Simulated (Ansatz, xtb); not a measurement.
## Loss of H2: CH3NO → HNCO + H2

Species: CH3NO (formamide) `NC=O`, singlet; HNCO `N=C=O`, singlet; H2 (hydrogen), singlet. 

Shapes, held fixed at every level: PBE0-D4/def2-TZVP. Flexible molecules stand in one conformer, not always the lowest. Programs: Ansatz 0.2.0, xtb 6.7.1. The zero-point and thermal change to 298 K, harmonic and unscaled (PBE0-D4/def2-TZVP), is -29.6 kJ/mol.

Estimate ΔH(298 K) of this reaction.

The highest level, CCSD(T)/CBS estimate, gives ΔH(298 K) = +72.7 kJ/mol; the levels span +36.2 to +81.9. The column of differences is taken from that level and isn't an error. No measured value is set beside it here. The CBS estimate extrapolates MP2 from def2-TZVPP and def2-QZVPP and adds CCSD(T) − MP2 in the triple-zeta set, cores frozen; for H2 it overshoots the exact energy by about 1 mEh.

```
                level                    kind  ΔH(298 K) (kJ/mol)  less CCSD(T)/CBS estimate
             GFN2-xTB          semi-empirical               +36.2                      -36.5
   PBE0-D4/def2-TZVPP           global hybrid               +81.9                       +9.2
r2SCAN0-D4/def2-TZVPP           global hybrid               +79.7                       +7.0
   wB97M-V/def2-TZVPP  range-separated hybrid               +74.8                       +2.1
   wB97X-V/def2-TZVPP  range-separated hybrid               +79.4                       +6.7
       MP2/def2-TZVPP     perturbation theory               +60.6                      -12.1
        CCSD/def2-SVP   coupled cluster or CI               +77.5                       +4.8
 CCSD(T)/CBS estimate   coupled cluster or CI               +72.7                        0.0
```
